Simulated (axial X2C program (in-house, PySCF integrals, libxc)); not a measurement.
# Testing model relations on NaH⁺

A bond curve at the CCSD(T) level, with spin–orbit coupling, was computed with an axial X2C code built on PySCF integrals (basis Na dyall-cv3z [9s8p5d2f], H dyall-v3z [6s2p1d] (cores contracted in-house)) for the state Ω = 1/2 (⟨Sz⟩ = 0.50, ⟨Lz⟩ = 0.00 at HF). Its fit gives Re = 2.5859 Å, ωe = 309.1 cm⁻¹, ωexe = 43.2 cm⁻¹ and αe = 3.927e-01 cm⁻¹; the masses are 22.9898 and 1.0078 u. Two-component means X2C with spin–orbit coupling and atomic mean-field Coulomb and Gaunt terms.

Correlated methods: 9 electrons correlated (number of frozen shells: Na 1 s; H none), 153 virtual spin orbitals or spinors in MP2, 56 natural virtuals in coupled cluster.

(1) Find the reduced mass, Be and the force constant.

(2) Estimate the centrifugal constant by the Kratzer relation.

(3) A Morse curve ties αe to the other constants (Pekeris). How well does that hold?

(4) Scale the constants to the deuteride (D 2.0141 u) within the Born–Oppenheimer picture.

Occupations by symmetry block were frozen at the best pattern of an incomplete PBE0 search. Coupled cluster ran in a truncated set of natural virtual spinors; the MP2 energy of the rest was added. (T) has no such correction and the atoms are truncated less, which lowers De at CCSD(T) by a hundredth of an eV or more. Under one Hamiltonian the search converged a single determinant, so lower ones may well exist. The bond is weak, and without diffuse functions and with truncated virtuals even CCSD(T) can be tens of per cent off in De.

Results:

(1) From the CCSD(T) values: μ = 0.9655 u. Be = 16.8576/(μ Re²) = 2.611 cm⁻¹. k = 5.8918×10⁻⁷ μ ωe² = 0.0543 mdyn/Å.

(2) D = 4Be³/ωe² = 7.45e-04 cm⁻¹.

(3) αe(Morse) = 6Be²/ωe × (√(ωexe/Be) − 1) = 4.060e-01 cm⁻¹; the CCSD(T) curve gives 3.927e-01 cm⁻¹, a ratio of 1.03.

(4) ρ = √(μH/μD) = 0.7220; ωe = 223.2, ωexe = 22.5, Be = 1.361 cm⁻¹; the zero-point energy falls by 38 cm⁻¹.
